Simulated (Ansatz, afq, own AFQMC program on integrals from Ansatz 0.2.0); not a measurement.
# CHB, triplet: AFQMC among the cluster methods

```xyz
3

B     0.0000    0.0000    1.4623
C     0.0000    0.0000   -0.1957
H     0.0000    0.0000   -1.2665
```

Connectivity, by distances: B–CH.

Basis 6-31G. Only valence electrons are correlated. AFQMC by an in-house program on the Cholesky factors that Ansatz 0.2.0 writes for its CCSD(T) run. ph-AFQMC/CISD is guided by a CISD state made of CCSD amplitudes; releasing the constraint for a short imaginary time cuts its bias at the price of noise, slowly where states lie close. Error bars are statistical, one sigma.

Determinant: UHF, the one that the program's search chose, which needn't be the lowest solution. The geometry is a point of a scan.

Full CI on the same integrals is exact in this basis and with this determinant's frozen core.

Cautions: lower spins were not checked; an unrestricted solution with more broken spin lies lower (67 meV, ⟨S²⟩ 2.28); the released energies are still falling, so no released level is given (meV from the phaseless value at times in 1/Eh: -3.6 ± 1.7 at 0.24, -3.0 ± 1.5 at 0.51, -6.7 ± 1.7 at 0.99, -7.0 ± 2.3 at 1.62, -9.6 ± 1.8 at 2.40), though the last usable value meets full CI within the noise.

```
T1 diagnostic                               : 0.0212
weight of the determinant in the CISD state : 0.896
⟨S²⟩ of the determinant                     : 2.030
size of the correlated space                : 8 electrons in 18 orbitals
```

```json
{"level": "MP2", "correlation energy (eV)": "-2.2935"}
{"level": "CCSD", "correlation energy (eV)": "-3.1763"}
{"level": "CCSD(T)", "correlation energy (eV)": "-3.2534"}
```

(1) Estimate where phaseless AFQMC with a CISD trial lies against CCSD(T) on the same integrals.

(1) 2.1 ± 0.2 kJ/mol below CCSD(T).

Reference: full CI, correlation energy -3.286 eV.

```
        level  E − E(reference) (kJ/mol)  share of correlation (%)
      CCSD(T)                        3.2                     98.99
        CCSDT                        0.7                     99.79
     CCSDT(Q)                        0.1                     99.97
       CCSDTQ                        0.0                     99.99
ph-AFQMC/CISD                  1.1 ± 0.2                     99.66
```

CCSDT and higher add their correlation energy to the determinant of the CCSD(T) run, since their own runs factorise the integrals more tightly (a shift of under 2 meV). A walk keeps the symmetry of its determinant, which the program's search chose and which needn't be the lowest solution, so a lower state of the same spin and another symmetry isn't excluded.
